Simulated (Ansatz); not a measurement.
Species: C2H6, charge 0, singlet. C2H6 (ethane, SMILES CC).
B3LYP-D3(BJ)/def2-TZVP minimum from Ansatz (an electronic-structure program):
```xyz
8

C      0.0020    -0.0069     0.7631
C     -0.0020     0.0069    -0.7631
H      0.0089     1.0066     1.1692
H     -0.8808    -0.5139     1.1578
H      0.8809    -0.5241     1.1531
H     -0.0089    -1.0066    -1.1692
H     -0.8809     0.5241    -1.1531
H      0.8808     0.5139    -1.1578
```

Wanted: atomisation energy (electronic, to ground-state atoms), in kcal/mol. Radicals and triplets start from unrestricted determinants; spin-orbit coupling is neglected. CBS(X,Y): correlation extrapolated as X^-3, Hartree-Fock from the larger set (Q,5: extrapolated as (X+1)exp(-9√X)). A bracket is a step between two methods taken in the basis named. The functionals are non-relativistic, so their misses hold any scalar relativity. '+ core + X2C': CCSD(T) terms for core correlation (cc-pwCVTZ) and scalar relativity (cc-pVTZ-DK). For partners of very few electrons the exact lower level stands in for a higher one.

CCSD(T)/CBS(cc-pVQZ,cc-pV5Z) + [CCSDT(Q) - CCSD(T)]/cc-pVDZ + core + X2C (Ansatz) gives 712.9 kcal/mol.

Problem. How far off this value is PBE/def2-TZVPD (Ansatz), in which direction, and which of these levels come nearer: r2SCAN/def2-TZVPD, B3LYP/def2-TZVPD, PBE0/def2-TZVPD, CCSD(T)/CBS(cc-pVQZ,cc-pV5Z) + core + X2C?

Solution. PBE gives 716.1 kcal/mol, 3.2 kcal/mol above it. Differences of the others: r2SCAN/def2-TZVPD (Ansatz) -2.2; B3LYP/def2-TZVPD (Ansatz) -2.4; PBE0/def2-TZVPD (Ansatz) -1.8; CCSD(T)/CBS(cc-pVQZ,cc-pV5Z) + core + X2C (Ansatz) -0.2 kcal/mol. Nearer than PBE: r2SCAN/def2-TZVPD, B3LYP/def2-TZVPD, PBE0/def2-TZVPD, CCSD(T)/CBS(cc-pVQZ,cc-pV5Z) + core + X2C.
